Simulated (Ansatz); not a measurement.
A nudged elastic band was laid between two geometries of AlH5NSi (8 atoms, charge 0, multiplicity 2).

The calculation used Ansatz, UKS PBE/STO-3G.

* movable images: 7
* climbing image: yes
* spring: 5.0 eV/Å²
* optimiser: quadratic models (default)
* start path: through a guess of the saddle point
* force threshold: 0.05 eV/Å
* iteration limit: 60
* end points: relaxed

Image 0:

```xyz
8
Properties=species:S:1:pos:R:3
N -2.034 0.927 -0.701
Al -0.201 0.850 -0.587
Si 0.796 -0.727 0.765
H -2.308 0.293 -1.548
H 0.577 1.998 -1.203
H 1.464 -0.139 1.920
H 1.828 -1.477 0.057
H -0.122 -1.725 1.298
```

Image 8:

```xyz
8
Properties=species:S:1:pos:R:3
N -1.716 0.391 -1.536
Al -0.187 0.836 -0.618
Si 0.798 -0.726 0.761
H -2.547 0.693 -0.895
H 0.503 2.131 -1.007
H 1.498 -0.120 1.888
H 1.794 -1.532 0.064
H -0.143 -1.675 1.343
```

**Question.** What changes between the two ends?

**Answer.** No bond is made or broken. The dihedral H4–N1–Al2–Si3 goes from -92 to 92°.

**Question.** What energy profile does the band end with?

**Answer.** The forces met the threshold. The highest image is number 3 of 0 to 8, 0.278 eV above the ends, which have the same energy within 2 meV. A vibrational analysis at the climbing image gives one clearly imaginary mode, 402i cm⁻¹, and a faint second one (31i cm⁻¹) that may be numerical noise or a soft torsion: probably a first-order saddle point. Limits of this set-up: minimal basis.

```json
{"image": "0", "path coordinate (Å)": "0.00", "energy (eV)": "0.000", "dihedral H4–N1–Al2–Si3 (°)": "-92"}
{"image": "1", "path coordinate (Å)": "0.44", "energy (eV)": "0.002", "dihedral H4–N1–Al2–Si3 (°)": "-88"}
{"image": "2", "path coordinate (Å)": "0.89", "energy (eV)": "0.094", "dihedral H4–N1–Al2–Si3 (°)": "-63"}
{"image": "3", "path coordinate (Å)": "1.33", "energy (eV)": "0.278", "dihedral H4–N1–Al2–Si3 (°)": "0"}
{"image": "4", "path coordinate (Å)": "1.71", "energy (eV)": "0.134", "dihedral H4–N1–Al2–Si3 (°)": "61"}
{"image": "5", "path coordinate (Å)": "2.09", "energy (eV)": "0.005", "dihedral H4–N1–Al2–Si3 (°)": "82"}
{"image": "6", "path coordinate (Å)": "2.47", "energy (eV)": "0.003", "dihedral H4–N1–Al2–Si3 (°)": "100"}
{"image": "7", "path coordinate (Å)": "2.85", "energy (eV)": "0.000", "dihedral H4–N1–Al2–Si3 (°)": "93"}
{"image": "8", "path coordinate (Å)": "3.24", "energy (eV)": "0.000", "dihedral H4–N1–Al2–Si3 (°)": "92"}
```

**Question.** What is the geometry of the highest image?

**Answer.** 
```xyz
8
Properties=species:S:1:pos:R:3:forces:R:3
N -1.664 0.678 -1.174 0.00 -0.02 0.01
Al -0.106 0.985 -0.542 0.00 0.00 0.00
Si 0.776 -0.704 0.746 0.00 0.00 0.01
H -2.531 0.093 -1.323 0.00 0.02 -0.01
H 0.520 2.313 -0.893 0.00 0.00 0.00
H 1.650 -0.208 1.803 0.00 0.00 0.00
H 1.587 -1.637 -0.029 0.00 0.00 -0.01
H -0.232 -1.519 1.412 0.00 0.00 0.00
```

The band took 13 iterations and of the order of 90 core-seconds.

The run took 91 s on 1 thread of Intel(R) Xeon(R) 6975P-C (Granite Rapids), on a shared host, peak memory 0.12 GiB.
